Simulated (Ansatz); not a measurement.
This geometry of CH$_{3}$NSi (6 atoms, charge 0, multiplicity 1) is a first-order saddle point.

The calculation used Ansatz, RKS CAM-B3LYP-D4/def2-mTZVP.

```xyz
6
Properties=species:S:1:pos:R:3
N 0.861 1.044 -0.861
C 0.334 0.219 -0.241
Si -0.230 -1.304 0.742
H 1.258 1.791 -1.392
H -1.490 -1.355 -0.085
H -0.733 -0.396 1.836
```

**Question.** Which two structures does it join? (They come from a converged band through this point; their orientation in space is the band's.)

**Answer.** No bond is made or broken.

First end point:

```xyz
6
Properties=species:S:1:pos:R:3
N 1.092 0.901 -0.907
C 0.390 0.202 -0.265
Si -0.273 -1.213 0.713
H 1.016 1.816 -1.325
H -1.530 -1.337 -0.091
H -0.694 -0.370 1.875
```

Last end point:

```xyz
6
Properties=species:S:1:pos:R:3
N 0.654 1.245 -0.890
C 0.210 0.353 -0.263
Si -0.213 -1.183 0.672
H 1.504 1.493 -1.373
H -1.495 -1.438 -0.056
H -0.659 -0.471 1.910
```

**Question.** How far does it lie above each of them?

**Answer.** 0.5 kcal/mol above the first and 0.5 kcal/mol above the second. This is the barrier of this one path; another mechanism may lie lower.

The run took 5.3 min on 1 thread of Arm Neoverse V2, on a shared host, peak memory 0.15 GiB.
